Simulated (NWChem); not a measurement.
System: hydrogen cyanide (CHN); SMILES N#C

Input file for NWChem:

```
start job
memory heap 200 mb stack 900 mb global 1100 mb
geometry units angstroms noautosym nocenter noautoz
  C      0.000000     0.000000    -0.491549
  N      0.000000     0.000000     0.662233
  H      0.000000     0.000000    -1.571109
end
basis spherical
  C library def2-svp
  N library def2-svp
  H library def2-svp
end
dft
  xc pbe0
  iterations 150
end
property
  response 1 0.0
end
task dft property
```

The geometry was optimised at PBE0/def2-SVP.

Static field.

Task: Give the results of this calculation. (PBE0/def2-SVP.) Quantities: basis functions; isotropic polarisability (bohr³); anisotropy (bohr³).

Result: 
```yaml
number_of_basis_functions: 33
isotropic polarisability (bohr³): 12.2
anisotropy (bohr³): 11.5
```
